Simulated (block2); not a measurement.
**DMRG/STO-6G (functionals set, moving atoms (1, 2, 3, 5, 6)) run of C3H3 (SMILES [CH]1C=C1)**

We compute an energy scan of C3H3. 

The results are computed with block2 0.5.4.

## 1. The structure to begin with

C3H3: 6 atoms, total charge 0, spin state doublet. As SMILES, `[CH]1C=C1`. The shape is that of a GFN2-xTB optimisation.

Bond lengths: C1–C2 1.466 Å, C1–C3 1.467 Å, C2–C3 1.322 Å, C1–H4 1.078 Å, C2–H5 1.063 Å, C3–H6 1.063 Å. Angles: C1–C2–C3 63.2°, C2–C1–C3 53.6°, C1–C3–C2 63.2°, C1–C2–H5 148.2°, C3–C2–H5 148.5°, C2–C1–H4 128.1°, C3–C1–H4 128.1°, C1–C3–H6 148.2°, C2–C3–H6 148.5°.

## 2. An energy scan at DMRG/STO-6G (functionals set, moving atoms (1, 2, 3, 5, 6))

Input file curve.py:

```python
import numpy as np
from pyscf import cc, dft, gto, mcscf, mp, scf
from pyblock2._pyscf.ao2mo import integrals as itg
from pyblock2.driver.core import DMRGDriver, SymmetryTypes

symbols = ["C", "C", "C", "H", "H", "H"]
xyz = np.array([
    [-0.676090, -0.526070, -0.395270],
    [0.579870, 0.227280, -0.456390],
    [0.160520, -0.133930, 0.743790],
    [-1.668900, -0.184210, -0.639310],
    [1.299980, 0.737030, -1.049980],
    [0.304610, -0.120110, 1.797160],
])
i, j, moving = 3, 0, [0, 1, 2, 4, 5]
u = (xyz[j] - xyz[i]) / np.linalg.norm(xyz[j] - xyz[i])
r0 = np.linalg.norm(xyz[j] - xyz[i])
functionals = {"PBE0": "pbe0", "TPSSh": "tpssh", "HSE06": "hse06"}

def stable(mf, dm=None):
    for _ in range(4):
        mf.kernel(dm)
        if not mf.converged:
            mf = mf.newton().run(mf.mo_coeff, mf.mo_occ).undo_soscf()
        mo, _, ok, _ = mf.stability(return_status=True)
        if ok:
            break
        dm = mf.make_rdm1(mo, mf.mo_occ)
    return mf

def value(obj):
    return obj.e_tot if obj.converged else float("nan")

def exact(mf):
    ncas, n_elec, spin, ecore, h1e, g2e, orb_sym = itg.get_rhf_integrals(mf, ncore=3, ncas=15, pg_symm=False, g2e_symm=1)
    driver = DMRGDriver(scratch="./tmp", symm_type=SymmetryTypes.SU2, stack_mem=1500 << 20, n_threads=1)
    idx = driver.orbital_reordering(h1e, g2e)
    driver.initialize_system(n_sites=ncas, n_elec=n_elec, spin=spin)
    mpo = driver.get_qc_mpo(h1e=h1e, g2e=g2e, ecore=ecore, reorder=idx, iprint=0)
    ket = driver.get_random_mps(tag="GS", bond_dim=100)
    e = driver.dmrg(mpo, ket, n_sweeps=16, tol=1e-6, bond_dims=[100] * 3 + [100] * 3 + [200] * 4, noises=[1e-4] * 4 + [1e-5] * 4 + [0], thrds=[1e-8] * 10, iprint=0)
    return e, driver.get_dmrg_results()[1][-1]

cols = ["ROHF", "UHF", "UMP2", "UCCSD", "UCCSD(T)", "PBE0", "TPSSh", "HSE06", "DMRG"]
rows, s2, dw = [], [], []
dm_r = None
distances = [0.9163, 1.078, 1.1319, 1.1858, 1.4014, 1.5092, 1.9404, 3.773]
for r in distances:
    x = xyz.copy()
    x[moving] += (r - r0) * u
    mol = gto.M(atom=list(zip(symbols, x)), basis="sto-6g", charge=0, spin=1, verbose=0)
    rhf = scf.ROHF(mol).set(conv_tol=1e-10, max_cycle=200)
    rhf.kernel(dm_r)
    if not rhf.converged:
        rhf = rhf.newton().run(rhf.mo_coeff, rhf.mo_occ)
    dm_r = rhf.make_rdm1()
    uhf = stable(scf.UHF(mol).set(conv_tol=1e-9, max_cycle=200))
    e = [value(rhf), value(uhf)]
    for ref in (uhf,):
        c = cc.CCSD(ref, frozen=3).set(max_cycle=120).run()
        e += [mp.MP2(ref, frozen=3).run().e_tot, value(c), c.e_tot + c.ccsd_t() if c.converged else float("nan")]
    for xc in functionals.values():
        e.append(value(stable(dft.UKS(mol, xc=xc).set(conv_tol=1e-8, max_cycle=80), uhf.make_rdm1())))
    e_ref, w = exact(rhf)
    rows.append(e + [e_ref])
    s2.append(uhf.spin_square()[0])
    dw.append(w)
    print(f"r = {r:.4f} A  " + "  ".join(f"{k} {v:.6f}" for k, v in zip(cols, rows[-1])) + f"  <S^2>(UHF) {s2[-1]:.3f}" + f"  DW {w:.1e}", flush=True)
rows = np.array(rows)
print("\nenergies relative to r = 1.0780 A, eV")
print("r/A    " + "".join(f"{k:>10s}" for k in cols))
for r, row in zip(distances, rows):
    print(f"{r:<7.3f}" + "".join(f"{v:10.3f}" for v in (row - rows[1]) * 27.211386))
print("\nnon-parallelity error against DMRG, eV")
for k, d in zip(cols[:-1], (rows[:, :-1] - rows[:, -1:]).T * 27.211386):
    print(f"{k:>10s} {np.nanmax(d) - np.nanmin(d):10.3f}")
```

Started as:

```console
python curve.py
```

Output:

```text
r = 0.9163 A  ROHF -114.847677  UHF -114.852274  UMP2 -114.994581  UCCSD -115.049178  UCCSD(T) -115.051884  PBE0 -115.468598  TPSSh -115.636436  HSE06 -115.476666  DMRG -115.052131  <S^2>(UHF) 0.969  DW 9.8e-05
r = 1.0780 A  ROHF -114.879780  UHF -114.883916  UMP2 -115.030534  UCCSD -115.085899  UCCSD(T) -115.088727  PBE0 -115.502619  TPSSh -115.671113  HSE06 -115.510688  DMRG -115.088671  <S^2>(UHF) 0.960  DW 6.9e-05
r = 1.1319 A  ROHF -114.878265  UHF -114.882267  UMP2 -115.030590  UCCSD -115.086261  UCCSD(T) -115.089150  PBE0 -115.502272  TPSSh -115.671087  HSE06 -115.510352  DMRG -115.088894  <S^2>(UHF) 0.957  DW 7.7e-05
r = 1.1858 A  ROHF -114.872987  UHF -114.876701  UMP2 -115.027085  UCCSD -115.083046  UCCSD(T) -115.086013  PBE0 -115.498429  TPSSh -115.667616  HSE06 -115.506528  DMRG -115.085816  <S^2>(UHF) 0.951  DW 7.6e-05
r = 1.4014 A  ROHF -114.830156  UHF -114.833118  UMP2 -114.993959  UCCSD -115.050652  UCCSD(T) -115.054124  PBE0 -115.463975  TPSSh -115.635181  HSE06 -115.472218  DMRG -115.055034  <S^2>(UHF) 0.916  DW 4.1e-05
r = 1.5092 A  ROHF -114.802741  UHF -114.807001  UMP2 -114.974422  UCCSD -115.029815  UCCSD(T) -115.033770  PBE0 -115.442311  TPSSh -115.614847  HSE06 -115.450669  DMRG -115.035008  <S^2>(UHF) 0.890  DW 4.9e-05
r = 1.9404 A  ROHF -114.756933  UHF -114.765904  UMP2 -114.931277  UCCSD -114.968829  UCCSD(T) -114.974087  PBE0 -115.378145  TPSSh -115.555289  HSE06 -115.386873  DMRG -114.975161  <S^2>(UHF) 0.935  DW 9.4e-05
r = 3.7730 A  ROHF -114.765283  UHF -114.765284  UMP2 -114.933513  UCCSD -114.963648  UCCSD(T) -114.968947  PBE0 -115.362228  TPSSh -115.530628  HSE06 -115.370669  DMRG -114.969108  <S^2>(UHF) 0.750  DW 7.3e-05

energies relative to r = 1.0780 A, eV
r/A          ROHF       UHF      UMP2     UCCSD  UCCSD(T)      PBE0     TPSSh     HSE06      DMRG
0.916       0.874     0.861     0.978     0.999     1.003     0.926     0.944     0.926     0.994
1.078       0.000     0.000     0.000     0.000     0.000     0.000     0.000     0.000     0.000
1.132       0.041     0.045    -0.002    -0.010    -0.012     0.009     0.001     0.009    -0.006
1.186       0.185     0.196     0.094     0.078     0.074     0.114     0.095     0.113     0.078
1.401       1.350     1.382     0.995     0.959     0.942     1.052     0.978     1.047     0.915
1.509       2.096     2.093     1.527     1.526     1.495     1.641     1.531     1.633     1.460
1.940       3.343     3.211     2.701     3.186     3.120     3.387     3.152     3.369     3.089
3.773       3.116     3.228     2.640     3.327     3.259     3.820     3.823     3.810     3.253

non-parallelity error against DMRG, eV
      ROHF      0.774
       UHF      0.766
      UMP2      0.693
     UCCSD      0.101
  UCCSD(T)      0.041
      PBE0      0.635
     TPSSh      0.620
     HSE06      0.625
```

Run time: 38 min. Hardware: 1 thread of Intel Xeon at 2.50GHz (Skylake/Cascade Lake), shared host; peak memory 0.69 GiB.

Energies in eV from each method's first point:

```tsv
distance (Å)	ROHF	UHF	UMP2	UCCSD	UCCSD(T)	PBE0	TPSSh	HSE06	DMRG
0.916	0.00	0.00	0.00	0.00	0.00	0.00	0.00	0.00	0.00
1.078	-0.87	-0.86	-0.98	-1.00	-1.00	-0.93	-0.94	-0.93	-0.99
1.132	-0.83	-0.82	-0.98	-1.01	-1.01	-0.92	-0.94	-0.92	-1.00
1.186	-0.69	-0.66	-0.88	-0.92	-0.93	-0.81	-0.85	-0.81	-0.92
1.401	0.48	0.52	0.02	-0.04	-0.06	0.13	0.03	0.12	-0.08
1.509	1.22	1.23	0.55	0.53	0.49	0.72	0.59	0.71	0.47
1.940	2.47	2.35	1.72	2.19	2.12	2.46	2.21	2.44	2.09
3.773	2.24	2.37	1.66	2.33	2.26	2.89	2.88	2.88	2.26
```
